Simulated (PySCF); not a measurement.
**`c1cncs1`, C₃H₃NS**

Cartesian coordinates in Å; atom numbers follow the order of the lines, from 1:
```xyz
8

C     0.7604    0.2373   -0.2111
C     0.8599    0.0222    1.1256
S    -0.6867   -0.3646    1.7620
C    -1.3418   -0.2046    0.1740
N    -0.4907    0.1067   -0.7382
H     1.5894    0.4972   -0.8580
H     1.7404    0.0700    1.7497
H    -2.3992   -0.3615   -0.0083
```

Method used: UKS BHandHLYP/def2-SVP four-point reorganisation energy, gas phase in PySCF 2.14.0. Geometry: BHandHLYP/def2-SVP.

Task: What is the inner reorganisation energy for hole transfer, with the ionisation energy?

Result: λ = 0.266 (surface of the oxidised species) + 0.266 (surface of the starting species) = 0.532 eV. The ionisation energy is 9.41 eV vertical and 9.14 eV adiabatic without zero-point energy; at the relaxed geometry of the oxidised species the two energies differ by 8.87 eV. Largest bond changes: C1–C2 1.357 → 1.445 Å, C2–S3 1.716 → 1.665 Å, S3–C4 1.725 → 1.774 Å, N5–C1 1.364 → 1.319 Å, C4–N5 1.286 → 1.303 Å. ⟨S²⟩ of the relaxed oxidised species 0.779.
